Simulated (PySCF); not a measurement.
A geometry optimisation on `[O-][N+](=O)F` (nitryl fluoride).

Computed with PBE0-D3(BJ)/def2-SVP geometry optimisation, gas phase (PySCF 2.14.0). Start geometry: GFN2-xTB. A driver script takes a list of jobs; this job's settings line and coordinates (Å) are shown.

Command:
```bash
OMP_NUM_THREADS=1 python probes_run.py task.json out
```

Input:
```
{"job": {"xc": "PBE0", "basis": "def2-SVP", "d3": "d3bj", "grid": 1, "shake": 0.01, "kind": "geom"}, "charge": 0, "multiplicity": 1}
O     -0.345930     1.078920     0.700370
N      0.108890     0.093100     0.435280
O      1.033280    -0.517340     0.663600
F     -0.758240    -0.680060    -0.542700
```

Problem. Estimate the output.

Solution. 
```
step   0  E = -304.34188922  max force = 0.097081
step   1  E = -304.33640183  max force = 0.084336
step   2  E = -304.34489588  max force = 0.055322
step   3  E = -304.35046132  max force = 0.022621
step   4  E = -304.35155350  max force = 0.010529
step   5  E = -304.35203743  max force = 0.003475
step   6  E = -304.35206267  max force = 0.001569
step   7  E = -304.35206530  max force = 0.000598
step   8  E = -304.35206560  max force = 0.000110
optimisation converged
```

Energies in Eh; «max force» is the largest Cartesian gradient component in Eh/bohr.

Problem. At which steps does the energy rise by more than 1e-5 Eh?

Solution. At step 1 (+5.49 mEh).

In short: final energy -304.35207 Eh after 8 steps; dipole 0.14 D.

Problem. Where do the atoms end?

Solution. 0.040 Å rms from the input after alignment:
```
atom  x, y, z in Å
O1    -0.2442    1.1938    0.2865
N2     0.1083    0.0760    0.3041
O3     1.1475   -0.4645    0.2563
F4    -0.9820   -0.8403    0.4076
```

Hardware: one thread, Arm Neoverse V2 (aarch64), no GPU (shared host). Cost: 5.6 s of wall time, 0.27 GiB resident at most.
Labels such as C1 count atoms from 1, the log's own numbers from 0.
